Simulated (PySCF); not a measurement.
SiF4, SMILES F[Si](F)(F)F. Atoms are numbered in the order given.

```xyz
5

F      0.9182     0.9182     0.9182
Si     0.0000     0.0000     0.0000
F     -0.9182     0.9182    -0.9182
F     -0.9182    -0.9182     0.9182
F      0.9182    -0.9182    -0.9182
```

Coordinates come from a ωB97X-D3(BJ)/def2-SVP optimisation. The isomer is the one that the SMILES or the coordinates give; other isomers of the formula were not compared.

Method: ωB97X-D3(BJ)/def2-SVP run with PySCF.

Frequencies are harmonic and unscaled.

Modes within 1.5 cm⁻¹ of each other (mostly degenerate sets) share a row, with their intensities summed.

```tsv
mode	ν (cm⁻¹)	IR (km/mol)	moving atoms (share of kinetic energy)
1–2	250	0.0	F 100 %
3–5	372	163.7	F 77 %, Si 23 %
6	787	0.0	F 100 %
7–9	1037	671.5	Si 50 %, F 50 %
```
